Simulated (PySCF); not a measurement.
A structure optimised at PBE-D3(BJ)/def2-TZVP, used in a PySCF frequency run:

```xyz
6

C     -0.0996     1.1672     0.0000
C      0.4306    -0.2405     0.0000
O     -0.1722    -1.2659     0.0000
H      0.2965     1.6895    -0.8824
H      0.2965     1.6895     0.8824
H     -1.2016     1.1878     0.0000
```
Charge 0, spin multiplicity 2.

Problem. Write its SMILES, formula and point group.

Solution. C[C]=O, C₂H₃O, Cs

Problem. What are its rotational constants (standard atomic weights)?

Solution. 84.092, 9.9141, 9.3857 GHz
